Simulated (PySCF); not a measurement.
How the functional moves excitation energies

Compound: 2,2-dimethylbutane, C6H14.
SMILES: `CCC(C)(C)C`

Linear-response calculations in the def2-SVPD basis (PySCF; singlets by full response, triplets Tamm–Dancoff, core orbitals frozen in the response; HF means time-dependent Hartree–Fock). 'Strongest' is the level of largest summed f among the singlets computed (10 roots, of which the last may lack a degenerate partner); it can jump between rows when another state enters that window. S1 is the lowest singlet of each run and needn't be the same state throughout; f(S1) is that of one state. Isolated species at its PBE0-D3(BJ)/def2-SVP geometry, gas phase.

| functional | kind | S1 (eV) | f(S1) | strongest (eV) | T1 (eV) | HOMO (eV) | gap (eV) | ionisation energy, ΔSCF (eV) |
| --- | --- | --- | --- | --- | --- | --- | --- | --- |
| LDA | LDA | 7.30 | 0.027 | 7.44 | 7.19 | -7.43 | 7.25 | 10.21 |
| PBE | GGA | 7.35 | 0.026 | 7.51 | 7.23 | -7.36 | 7.30 | 10.13 |
| HF | Hartree–Fock | 10.14 | 0.044 | 10.82 | 9.56 | -11.98 | 14.66 | not settled |

Question: What does CAM-B3LYP (range-separated hybrid) give?

Answer: S1 (eV) 8.59, f(S1) 0.033, strongest (eV) 9.61, T1 (eV) 8.40, HOMO (eV) -10.10, gap (eV) 11.39, ionisation energy, ΔSCF (eV) 10.80. S1 runs from 7.30 eV (LDA) to 10.14 eV (HF), a spread of 2.84 eV, while the orbital gap spreads over 7.4 eV. −ε(HOMO) comes closest to its own ΔSCF ionisation energy with CAM-B3LYP (-0.70 eV) and misses most with LDA (-2.79 eV). 'Not settled' means that the ion's SCF failed to converge or may have ended in another state than the lowest.
